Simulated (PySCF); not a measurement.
disilane cation (H₆Si₂), SMILES [SiH3][SiH3] (connectivity only; charge and spin as stated), charge +1, multiplicity 2.

Geometry: PBE0-D3(BJ)/def2-TZVP. The multiplicity is an assumed one; other spin states were not compared.

The numbers are results of PBE0-D3(BJ)/def2-TZVP in PySCF, not measurements.

Frequencies are harmonic and unscaled.

Modes within 1.5 cm⁻¹ of each other (mostly degenerate sets) share a row, with their intensities summed.

```csv
mode,ν (cm⁻¹),IR (km/mol),moving atoms (share of kinetic energy)
1,114,0.0,H 100 %
2,214,0.0,"Si 91 %, H 9 %"
3–4,233,0.0,H 100 %
5–6,317,0.0,"H 92 %, Si 8 %"
7,717,334.3,"H 90 %, Si 10 %"
8,786,0.0,"H 91 %, Si 9 %"
9–10,907,0.0,H 96 %
11–12,917,188.5,H 96 %
13,2247,0.9,H 100 %
14,2248,0.0,H 100 %
15–16,2303,0.0,H 95 %
17–18,2310,8.1,H 95 %
```
